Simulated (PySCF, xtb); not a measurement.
tetrafluoroethylene anion (C2F4), SMILES FC(F)=C(F)F (connectivity only; charge and spin as stated), charge -1, multiplicity 2.

Harmonic wavenumbers (cm⁻¹) from xtb 6.7.1 with GFN2-xTB at its own minimum, in rising order: 115, 117, 232, 272, 370, 419, 477, 677, 678, 882, 1025, 1396.

Q: What does TPSSh-D3(BJ)/def2-SVPD (PySCF) give at its own minimum? (Estimate from the structure and the level; the computed values follow.)

A: 122, 187, 202, 403, 429, 502, 537, 760, 763, 957, 1039, 1415. Paired by order, the mean absolute difference is 60 cm⁻¹ and the zero-point energies are 9.5 and 10.5 kcal/mol.
